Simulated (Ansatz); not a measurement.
System: C2H4N (charge +1, singlet). It need not be the lowest isomer of its formula. SMILES: CC#[NH+]
Geometry: optimised at B3LYP-D3(BJ)/def2-TZVP (Ansatz, an electronic-structure program).

Parts of the frozen-core correlation energy in cc-pVDZ (Ansatz, hartree). Frozen orbitals: 3; correlated occupied orbitals by spin: 8 and 8; virtual: 51 and 51. Spin-orbit coupling is left out. Non-relativistic.

```csv
term,value
reference (HF),-132.24890
MP2 opposite-spin,-0.31390
MP2 same-spin,-0.10140
CCSD correlation,-0.44095
(T),-0.01564
T1 diagnostic,0.013
largest doubles amplitude,0.060
```
